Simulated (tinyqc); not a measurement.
ROHF in the sto-3g basis, for LiH, spin multiplicity 3, step by step. One step of it, computed by the program tinyqc.

Task: Iteration 3: Roothaan effective Fock matrix. With projectors Pc = D(beta) S, Po = (D(alpha) - D(beta)) S, Pv = 1 - D(alpha) S, the block xy is Px^T F Py; with Fc = (F(alpha) + F(beta))/2, the blocks are Fc for cc, oo, vv and cv, F(beta) for co and F(alpha) for ov.

F(alpha) (hartree):
```
            1Li 1s     1Li 2s   1Li 2px   1Li 2py    1Li 2pz      2H 1s
1Li 1s   -2.358824  -0.632108  0.000000  0.000000  -0.009136  -0.047622
1Li 2s   -0.632108  -0.350662  0.000000  0.000000  -0.001811  -0.199768
1Li 2px   0.000000   0.000000  0.135247  0.000000   0.000000   0.000000
1Li 2py   0.000000   0.000000  0.000000  0.135247   0.000000   0.000000
1Li 2pz  -0.009136  -0.001811  0.000000  0.000000   0.005356  -0.277684
2H 1s    -0.047622  -0.199768  0.000000  0.000000  -0.277684  -0.517327
```

F(beta) (hartree):
```
            1Li 1s     1Li 2s   1Li 2px   1Li 2py    1Li 2pz      2H 1s
1Li 1s   -2.323599  -0.642285  0.000000  0.000000  -0.006580  -0.047632
1Li 2s   -0.642285  -0.079475  0.000000  0.000000  -0.041522  -0.051431
1Li 2px   0.000000   0.000000  0.195749  0.000000   0.000000   0.000000
1Li 2py   0.000000   0.000000  0.000000  0.195749   0.000000   0.000000
1Li 2pz  -0.006580  -0.041522  0.000000  0.000000   0.186861  -0.042922
2H 1s    -0.047632  -0.051431  0.000000  0.000000  -0.042922   0.209674
```

D(alpha) after iteration 2:
```
            1Li 1s     1Li 2s   1Li 2px   1Li 2py    1Li 2pz      2H 1s
1Li 1s    1.055981  -0.236913  0.000000  0.000000   0.073577   0.000113
1Li 2s   -0.236913   1.007978  0.000000  0.000000  -0.265276  -0.091105
1Li 2px   0.000000   0.000000  0.000000  0.000000   0.000000   0.000000
1Li 2py   0.000000   0.000000  0.000000  0.000000   0.000000   0.000000
1Li 2pz   0.073577  -0.265276  0.000000  0.000000   0.104748   0.194755
2H 1s     0.000113  -0.091105  0.000000  0.000000   0.194755   0.848939
```

D(beta) after iteration 2:
```
            1Li 1s     1Li 2s   1Li 2px   1Li 2py    1Li 2pz      2H 1s
1Li 1s    0.976256   0.045532  0.000000  0.000000   0.002841  -0.006725
1Li 2s    0.045532   0.002124  0.000000  0.000000   0.000132  -0.000314
1Li 2px   0.000000   0.000000  0.000000  0.000000   0.000000   0.000000
1Li 2py   0.000000   0.000000  0.000000  0.000000   0.000000   0.000000
1Li 2pz   0.002841   0.000132  0.000000  0.000000   0.000008  -0.000020
2H 1s    -0.006725  -0.000314  0.000000  0.000000  -0.000020   0.000046
```

overlap S:
```
           1Li 1s    1Li 2s   1Li 2px   1Li 2py   1Li 2pz     2H 1s
1Li 1s   1.000000  0.241137  0.000000  0.000000  0.000000  0.016492
1Li 2s   0.241137  1.000000  0.000000  0.000000  0.000000  0.250680
1Li 2px  0.000000  0.000000  1.000000  0.000000  0.000000  0.000000
1Li 2py  0.000000  0.000000  0.000000  1.000000  0.000000  0.000000
1Li 2pz  0.000000  0.000000  0.000000  0.000000  1.000000  0.365288
2H 1s    0.016492  0.250680  0.000000  0.000000  0.365288  1.000000
```

Give: effective F.

Result:

effective F (hartree):
```
          1Li 1s   1Li 2s  1Li 2px  1Li 2py  1Li 2pz    2H 1s
1Li 1s   -2.3408  -0.6413   0.0000   0.0000  -0.0073  -0.0479
1Li 2s   -0.6413  -0.2069   0.0000   0.0000   0.0066  -0.1161
1Li 2px   0.0000   0.0000   0.1655   0.0000   0.0000   0.0000
1Li 2py   0.0000   0.0000   0.0000   0.1655   0.0000   0.0000
1Li 2pz  -0.0073   0.0066   0.0000   0.0000   0.1506  -0.1087
2H 1s    -0.0479  -0.1161   0.0000   0.0000  -0.1087  -0.1771
```
